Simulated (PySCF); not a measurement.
# Worked example: refractive index and permittivity of the vapour

butadiene (C4H6), SMILES C=CC=C.

The structure is a stationary point at B3LYP-D3(BJ)/def2-SVP. The values are those of a single conformer.

B3LYP/def2-TZVP run with PySCF gives a mean static polarisability of 54.0 bohr³ and a dipole moment of 0.00 D. Take an ideal gas at 298.15 K and 1 bar, whether or not the substance is that volatile.

Work out n − 1 in the optical limit and the static ε − 1.


Polarisability volume α' = 54.0 × 0.148185 = 8.00 Å³. Number density N = p/kT = 2.43e-5 Å⁻³.
Dilute limit of Lorentz–Lorenz: n − 1 = 2π N α' = 0.0012.
Orientation term of Debye: μ²/(3kT) = 8.098 Å³ × μ²(D²) = 0.00 Å³.
ε − 1 = 4π N (α' + μ²/3kT) = 0.0024. With no permanent dipole, ε equals n² in this model. Vibrational polarisation and dispersion are left out.
